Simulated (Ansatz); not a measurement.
**What each rung costs, and what it gives**

Saddle point of Si$_{2}$NH$_{9}$, singlet (SiNH₅ ([NH2][SiH3]) + SiH₄ → Si₂H₆ ([SiH3][SiH3]) + NH₃; bonds formed: Si1–Si7, N2–H6; bonds broken: Si1–N2, H6–Si7), PBE0-D4/def2-TZVP structure:

```tsv
atom	x (Å)	y (Å)	z (Å)
Si1	-1.2235	0.2698	0.5205
N2	-0.0766	-1.0723	1.1348
H3	-1.8202	-0.0681	-0.7826
H4	-2.2886	0.0392	1.5538
H5	-0.7127	1.6331	0.7492
H6	0.6641	-0.8452	0.3521
Si7	1.1876	0.5020	-1.3091
H8	0.2869	-0.9147	2.0731
H9	-0.4607	-2.0145	1.0788
H10	2.3577	1.3562	-0.8956
H11	1.7599	-0.3606	-2.4034
H12	0.3262	1.4754	-2.0719
```

Barriers are electronic and count from the start structure reached by relaxing down the imaginary mode.

Program: Ansatz 0.2.0. Basis: as named in each row. Cores are frozen in the correlated methods. B3LYP uses VWN-RPA correlation. Extrapolation: Hartree–Fock as exp(−7.88 √X), correlation as X^−2.97.

Times are rough, for one single point on 4 threads of a shared host (Arm Neoverse V2).

The estimate by CCSD(T) at an estimated basis limit (MP2 extrapolated from triple and quadruple zeta, plus CCSD(T) − MP2 in triple zeta) is 2.232 eV.

```tsv
method	basis	time (s)	barrier (eV)	method less estimate
HF	STO-3G	under 1	4.140	1.908
PBE-D4	STO-3G	under 1	2.566	0.334
SPW92	def2-SVP	under 1	1.301	-0.931
B3LYP-D4	6-31G	under 1	1.566	-0.666
PBE0-D4	def2-SVP	under 1	1.801	-0.431
PBE-D4	def2-SVP	under 1	1.609	-0.624
SPW92	def2-TZVPP	1	1.439	-0.793
PBE-D4	def2-TZVPP	2	1.702	-0.530
BLYP-D4	def2-TZVPP	2	1.979	-0.254
B3LYP-D4	def2-TZVPP	2	2.121	-0.111
BHLYP-D4	def2-TZVPP	2	2.344	0.112
CCSD(T)	def2-SVP	2	2.278	0.046
PBE0-D4	def2-TZVPP	2	1.892	-0.340
CAM-B3LYP-D4	def2-TZVPP	2	2.255	0.023
r2SCAN-D4	def2-TZVPP	3	1.985	-0.247
wB97M-V	def2-SVP	3	2.022	-0.210
r2SCAN0-D4	def2-TZVPP	3	2.079	-0.153
RPA on PBE	def2-TZVPP	4	2.274	0.042
B2PLYP	def2-TZVPP	4	2.258	0.026
PBE-QIDH	def2-TZVPP	4	2.128	-0.104
wB97X-V	def2-TZVPP	6	2.241	0.009
wB97M-V	def2-TZVPP	6	2.152	-0.080
B97M-V	def2-TZVPP	7	2.094	-0.138
MP2	def2-QZVPP	16	2.283	0.050
CCSD(T)	def2-TZVPP	59	2.227	-0.005
```

All methods are single points on the PBE0-D4 structures.

The T1 diagnostic stays at or below 0.013.

Labels in which every atom is bracketed show which atoms are joined, not bond orders.
